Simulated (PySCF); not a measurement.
**[AlH3]-: relaxation and vibrations of the doublet**

Aim: relax [AlH3]- as a doublet from a T-shaped start, check by its vibrations whether the end is a minimum, and collect its spectrum and constants.

The runs use PySCF 2.14.0; PBE0, basis Al def2-TZVPD, H def2-TZVPD, no relativity, density fitting.

## 1. The system as given

4 atoms, charge -1, spin multiplicity 2.

Bond lengths: Al1–H2 1.580 Å, Al1–H3 1.580 Å, Al1–H4 1.580 Å. Angles: H2–Al1–H3 88.0°, H2–Al1–H4 88.0°, H3–Al1–H4 176.0°.

```xyz
4
charge -1 multiplicity 2
Al    0.0000    0.0000    0.0000
H     0.0000    0.0000    1.5800
H     1.5790    0.0000    0.0551
H    -1.5790    0.0000    0.0551
```

## 2. Finding the electronic state

The steps below are one call of a driver around PySCF. For each, scf.py gives the equivalent set-up of the SCF; relaxations use the driver's own optimiser. After this first run the driver tries any further starts and a stability analysis.

Input file scf.py:

```python
from pyscf import gto, scf, dft
mol = gto.M(atom='''
Al     0.000000     0.000000     0.000000
H      0.000000     0.000000     1.580000
H      1.579000     0.000000     0.055100
H     -1.579000     0.000000     0.055100''',
    basis={'Al': 'def2-TZVPD', 'H': 'def2-TZVPD'},
    charge=-1, spin=1)
mf = dft.UKS(mol, xc='PBE0')
mf.grids.atom_grid = (50, 194)
aux = {'Al': 'def2-universal-JKFIT', 'H': 'def2-universal-JKFIT'}
mf = mf.density_fit(auxbasis=aux)
mf.conv_tol = 1e-08
mf.diis_space = 10
mf.max_cycle = 60
mf.init_guess = 'minao'
mf.verbose = 4
mf.kernel()
```

Launch:

```sh
$ OMP_NUM_THREADS=2 python axn.py task.json out
```

Further steps of the session: T-shaped start, doublet: relaxation; Hessian and properties; Downhill along the imaginary mode; Is it a minimum? Harmonic modes.

**Question.** What will these runs give? Wanted: minimum; geometry; wavenumbers; dipole moment; highest occupied, lowest empty level; polar-tensor charge of Al1; zero-point energy; ⟨S²⟩.

The runs gave:

| quantity | value |
| --- | --- |
| minimum | doublet, C3v |
| geometry | Al–H 1.640 Å (×3); H–Al–H 111.0° (×3) |
| wavenumbers (cm⁻¹) | 652 (a1), 745 (e), 1672 (e), 1696 (a1) |
| dipole moment (centre of mass) | 0.39 D |
| highest occupied, lowest empty level (either spin) | 0.91, 3.79 eV |
| polar-tensor charge of Al1 | +0.29 e |
| zero-point energy | 43.0 kJ/mol |
| entropy at 298.15 K | 220.8 J/(mol K) |
| ⟨S²⟩ | 0.752 |

The T-shaped start (C2v) ends in a minimum of C3v symmetry, after a stop at a saddle point 20.8 kJ/mol higher, from which it was pushed off along an imaginary mode. The strongest infrared band lies at 1672 cm⁻¹ (e, stretch). Most of the spin sits on Al1 (Mulliken spin 0.96, against 1 for the whole molecule). Other starts or spin states, not run here, may lie lower. The highest occupied level lies above zero: either self-interaction error lifts it or the extra electron is not bound, and the basis holds it in place.
